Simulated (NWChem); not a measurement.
System: hydrogen peroxide (H2O2); SMILES OO

All runs: NWChem. Level Hartree-Fock/def2-SVP: optimisations from one semi-empirical or force-field start; each run changes one setting, and all end within 0.3 mHa of each other.

| setting | optimisation steps |
|---|---|
| redundant internal coordinates, default thresholds | 4 |
| symmetry off | 4 |
| Cartesian coordinates | 3 |
| loose thresholds | 2 |
